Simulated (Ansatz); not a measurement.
Reaction (SMILES): CN(C)C + 3 [H][H] (H2) → 3 C (CH4) + N (NH3)
B3LYP-D3(BJ)/def2-TZVP geometries, fixed; electronic energies without zero-point terms.

The energy of full hydrogenation at MP2 with Ansatz (a program for electronic structure), in kcal/mol, split into its Hartree-Fock and correlation parts. Cores are frozen. No added dispersion term, no relativity. Functions are those of the species that has most.

```csv
basis,X,functions,Hartree-Fock,MP2
cc-pVDZ,2,101,-77.23,-63.61
cc-pVTZ,3,246,-78.79,-67.49
cc-pVQZ,4,490,-78.92,-67.64
```

Worked estimate of the basis-set limit from each neighbouring pair, with Hartree-Fock from the larger set and the correlation part extrapolated as X^-3.
Correlation parts: X = 2: 13.62, X = 3: 11.30, X = 4: 11.28.
- (2,3): (27·(11.30) - 8·(13.62))/19 = 10.32; with Hartree-Fock -78.79 the estimate is -68.47 kcal/mol.
- (3,4): (64·(11.28) - 27·(11.30))/37 = 11.27; with Hartree-Fock -78.92 the estimate is -67.65 kcal/mol.
The last two estimates differ by 0.81 kcal/mol; the largest set lies 0.01 from the last. Over the last step Hartree-Fock moves by -0.13 and the correlation part by -0.02.
